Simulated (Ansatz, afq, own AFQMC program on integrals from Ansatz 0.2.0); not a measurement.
AFQMC on a folder of integrals that Ansatz 0.2.0 wrote.

```yaml
crystal:
  periodic: [false, false, false]
  atoms:
    - {symbol: Se, position_ang: [0.000000, 0.000000, 0.000000]}
basis:
  gaussian: {orbitals: aug-cc-pVDZ}
magnetization: {spin_polarized: true, initial_magnetization: 2}
correlation: {method: ccsd_t, electrons: outside_noble_gas, hamiltonian_folder: ham}
```

```sh
$ ansatz run in.yaml --threads 1 --pin off --events-out ev --progress --plain --max-ram 24576MiB --backend cuda --devices 0, --max-vram 18GiB
```

afq runs on the folder ham with

```
--method phaseless --trial cisd --walkers 4000 --populations 20 --least-time 60 --time-step 0.005 --steps-per-block 50 --equilibration-blocks 28 --max-blocks 4000 --target-error 9e-05 --factor-cut 1e-05 --start spin_pure --seed 7780 --release-times 0.24,0.5,1,1.5 --release-step 0.02 --release-every 3 --taylor-order 6
```

Times are imaginary, in 1/Eh. The walk had a cap of 122 s. With eight or more populations the least sampling time is a fifth of least-time, and the error comes from their spread. Filled inner d shells are frozen with the cores.

afq prints:

```
orbitals 22  electrons 4 2  factors 127 of 243
reference energy -2399.79958621 Eh
CCSD correlation -0.09250828 Eh in 9 cycles, weight of the determinant in the CISD state 0.9440
energy of the start -2399.892051 Eh
 block  time / (1/Eh)  mean weight  energy / Eh
     1     0.250  0.9999  -2399.891714
     2     0.500  1.0001  -2399.891988
     3     0.750  1.0000  -2399.892406
     4     1.000  1.0001  -2399.892772
     5     1.250  0.9999  -2399.893090
    10     2.500  1.0000  -2399.893803
    15     3.750  0.9999  -2399.893832
    20     5.000  1.0000  -2399.893976
    25     6.250  1.0002  -2399.893838
    29     7.250  0.9999  -2399.894198
    30     7.500  1.0001  -2399.894154
    35     8.750  1.0002  -2399.893999
    40    10.000  0.9999  -2399.894062
    45    11.250  0.9999  -2399.893945
    50    12.500  1.0000  -2399.893888
    55    13.750  0.9999  -2399.893957
    56    14.000  0.9998  -2399.893639
    60    15.000  1.0001  -2399.893899
    65    16.250  0.9999  -2399.894029
    70    17.500  1.0000  -2399.893977
    75    18.750  1.0002  -2399.893925
    78    19.500  1.0000  -2399.893897
error from the spread of 20 populations
released: time / (1/Eh)  energy / Eh  error  mean overlap
  0.24  -2399.894011  0.000021  0.9976
  0.50  -2399.894050  0.000024  0.9978
  1.00  -2399.894108  0.000014  0.9966
  1.50  -2399.894071  0.000022  0.9980
energy -2399.893966 +/- 0.000025 Eh
(rows thinned)
```

The run passed its tests (sampling time, drift between the halves within three errors, error under three times the target), which doesn't prove that it has relaxed.

Against this walk (error 0.7 meV) on the same determinant: CCSD(T) 8.6 meV higher, CCSDT(Q) 3.5 meV lower, CCSDTQ 4.1 meV lower, full CI 4.1 meV lower. The error is statistical and leaves out the bias of the constraint. Released to 1.50 1/Eh the energy lies 2.9 ± 0.9 meV (both errors) below the phaseless value, which shows part or all of the bias of the constraint, and full CI lies 1.3 meV below the released value.

Cautions: constraint bias not in the error; no relativity below Rb; no spin-orbit coupling; inner d shell frozen.

The walk took 21 s on 1 × NVIDIA H100 80GB HBM3 with 2 threads of AMD EPYC 7R13 Processor (Zen 3), on a shared host (the card was shared). The log's last line is the phaseless energy.

CCSDT and higher add their correlation energy to the determinant of the CCSD(T) run, since their own runs factorise the integrals more tightly (a shift of under 2 meV). A walk keeps the symmetry of its determinant, which the program's search chose and which needn't be the lowest solution, so a lower state of the same spin and another symmetry isn't excluded.
